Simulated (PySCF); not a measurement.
# Li2: script and output

File input.py (PySCF 2.14):

```python
from pyscf import gto, scf, ci

mol = gto.M(
    atom='Li 0 0 0; Li 0 0 2.57',
    basis='6-311++g**',
    charge=0,
    spin=0,
    verbose=4,
)
mf = scf.RHF(mol)
mf.kernel()
ci.CISD(mf).kernel()
mf.dip_moment()
print('orbital energies (hartree):', mf.mo_energy[..., max(0, mol.nelec[1]-3):mol.nelec[0]+3].round(4))
```

```bash
$ OMP_NUM_THREADS=1 python input.py
```

The log:

```
PySCF version 2.14.0

[INPUT] verbose = 4
[INPUT] num. atoms = 2
[INPUT] num. electrons = 6
[INPUT] charge = 0
[INPUT] spin (= nelec alpha-beta = 2S) = 0
[INPUT] symmetry False subgroup None
[INPUT] Mole.unit = angstrom
[INPUT] Symbol           X                Y                Z      unit          X                Y                Z       unit  Magmom
[INPUT]  1 Li     0.000000000000   0.000000000000   0.000000000000 AA    0.000000000000   0.000000000000   0.000000000000 Bohr   0.0
[INPUT]  2 Li     0.000000000000   0.000000000000   2.570000000000 AA    0.000000000000   0.000000000000   4.856596140132 Bohr   0.0

nuclear repulsion = 1.8531497658677
number of shells = 20
number of NR pGTOs = 70
number of NR cGTOs = 44
basis = 6-311++g**
ecp = {}

******** <class 'pyscf.scf.hf.RHF'> ********
method = RHF
initial guess = minao
damping factor = 0
level_shift factor = 0
DIIS = <class 'pyscf.scf.diis.CDIIS'>
diis_start_cycle = 1
diis_space = 8
diis_damp = 0
SCF conv_tol = 1e-09
SCF conv_tol_grad = None
SCF max_cycles = 50
direct_scf = True
direct_scf_tol = 1e-13
Set gradient conv threshold to 3.16228e-05
Initial guess from minao.
init E= -14.8102375492558
  HOMO = -0.16712013198812  LUMO = -0.0185220336491074  gap/eV = 4.04356
cycle= 1 E= -14.8673032472014  delta_E= -0.0571  |g|= 0.0357  |ddm|=  0.7
  HOMO = -0.188037157140045  LUMO = 0.00220289722410527  gap/eV = 5.17670
cycle= 2 E= -14.8686209170188  delta_E= -0.00132  |g|= 0.0138  |ddm|= 0.0628
  HOMO = -0.184177919504182  LUMO = 0.00362841047567386  gap/eV = 5.11047
cycle= 3 E= -14.8689167148972  delta_E= -0.000296  |g|= 0.00161  |ddm|= 0.0462
  HOMO = -0.183792526231032  LUMO = 0.00364180715806484  gap/eV = 5.10035
cycle= 4 E= -14.8689241208618  delta_E= -7.41e-06  |g|= 0.000355  |ddm|= 0.0117
  HOMO = -0.183857938986528  LUMO = 0.00362068693157092  gap/eV = 5.10155
cycle= 5 E= -14.8689245314057  delta_E= -4.11e-07  |g|= 3.11e-05  |ddm|= 0.00353
  HOMO = -0.183856271097201  LUMO = 0.00361811385093169  gap/eV = 5.10144
cycle= 6 E= -14.8689245342242  delta_E= -2.82e-09  |g|= 3.32e-06  |ddm|= 0.000335
  HOMO = -0.183858042380963  LUMO = 0.00361841117750039  gap/eV = 5.10149
cycle= 7 E= -14.8689245342476  delta_E= -2.34e-11  |g|= 4.33e-07  |ddm|= 4.87e-05
  HOMO = -0.183857705698714  LUMO = 0.00361844597784433  gap/eV = 5.10149
Extra cycle  E= -14.868924534248  delta_E= -4.09e-13  |g|= 1.54e-07  |ddm|= 3.63e-06
converged SCF energy = -14.868924534248

******** <class 'pyscf.ci.cisd.RCISD'> ********
CISD nocc = 3, nmo = 44
max_cycle = 50
direct = 0
conv_tol = 1e-09
max_cycle = 50
max_space = 12
lindep = 0
nroots = 1
Init t2, MP2 energy = -0.0454691786627906
RCISD converged
E(RCISD) = -14.92776804099944  E_corr = -0.0588435067514495
Dipole moment(X, Y, Z, Debye):  0.00000, -0.00000,  0.00000
orbital energies (hartree): [-2.4511 -2.4506 -0.1839  0.0036  0.0121  0.0138]
```

In short: E(SCF) = -14.868925 Eh, 7 cycles, E(CISD) − E(SCF) = -0.05884 Eh, μz(SCF) = 0.00 D.

Hardware: Intel Xeon 6975P-C, 1 thread, shared host. Wall time 0.68 s, peak memory 0.13 GiB.

Stability towards an unrestricted solution was not tested. The bond length is a typed value, not an optimised one.
